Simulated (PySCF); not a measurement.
## `C/C=C/[C@H](C)O`, C$_{5}$H$_{10}$O

Geometry:
```json
{"atom": "C1", "x (Å)": "2.553", "y (Å)": "0.147", "z (Å)": "-0.686"}
{"atom": "C2", "x (Å)": "1.230", "y (Å)": "-0.288", "z (Å)": "-0.151"}
{"atom": "C3", "x (Å)": "0.079", "y (Å)": "0.377", "z (Å)": "-0.287"}
{"atom": "C4", "x (Å)": "-1.240", "y (Å)": "-0.076", "z (Å)": "0.265"}
{"atom": "C5", "x (Å)": "-2.289", "y (Å)": "-0.247", "z (Å)": "-0.817"}
{"atom": "O6", "x (Å)": "-1.750", "y (Å)": "0.876", "z (Å)": "1.178"}
{"atom": "H7", "x (Å)": "2.962", "y (Å)": "-0.597", "z (Å)": "-1.390"}
{"atom": "H8", "x (Å)": "3.296", "y (Å)": "0.251", "z (Å)": "0.123"}
{"atom": "H9", "x (Å)": "2.482", "y (Å)": "1.111", "z (Å)": "-1.212"}
{"atom": "H10", "x (Å)": "1.214", "y (Å)": "-1.243", "z (Å)": "0.393"}
{"atom": "H11", "x (Å)": "0.060", "y (Å)": "1.338", "z (Å)": "-0.820"}
{"atom": "H12", "x (Å)": "-1.087", "y (Å)": "-1.054", "z (Å)": "0.767"}
{"atom": "H13", "x (Å)": "-3.251", "y (Å)": "-0.530", "z (Å)": "-0.364"}
{"atom": "H14", "x (Å)": "-1.989", "y (Å)": "-1.023", "z (Å)": "-1.536"}
{"atom": "H15", "x (Å)": "-2.434", "y (Å)": "0.701", "z (Å)": "-1.358"}
{"atom": "H16", "x (Å)": "-1.061", "y (Å)": "1.047", "z (Å)": "1.827"}
```

Method: PySCF 2.14.0, quadratic response CAM-B3LYP/def2-TZVPD first hyperpolarisability, Taylor convention, gas phase. Geometry: PBE0-D3(BJ)/def2-SVP.

(1) What is the first hyperpolarisability, and how does it disperse?

(2) Which lowest excitations, dipole and polarisabilities go with it?

## Answers

(1) In au, Taylor convention; the vector part is βᵢ = ⅓ Σⱼ (βᵢⱼⱼ + βⱼᵢⱼ + βⱼⱼᵢ); β∥ is 3/5 of the vector part along the dipole, the dipole points from − to +:
| process | λ (nm) | β vector norm | β∥ | β HRS | depolarisation ratio |
| --- | --- | --- | --- | --- | --- |
| static β(0;0,0) | ∞ | 13.2 | 1.2 | 15.0 | 1.71 |
| second harmonic β(−2ω;ω,ω) | 1907 | 12.9 | 2.4 | 15.4 | 1.68 |
| Pockels β(−ω;ω,0) | 1907 | 13.1 | 1.6 | – | – |
| second harmonic β(−2ω;ω,ω) | 1064 | 13.8 | 5.6 | 16.6 | 1.66 |
| Pockels β(−ω;ω,0) | 1064 | 12.9 | 2.5 | – | – |

(2) S1 6.57 eV (f = 0.047); S2 6.88 eV (f = 0.127); S3 7.05 eV (f = 0.034); dipole 1.97 D; isotropic α 71.0 au static, 71.2 au at 1907 nm, 71.6 au at 1064 nm, 71.8 au at 953.5 nm, 73.7 au at 532 nm.
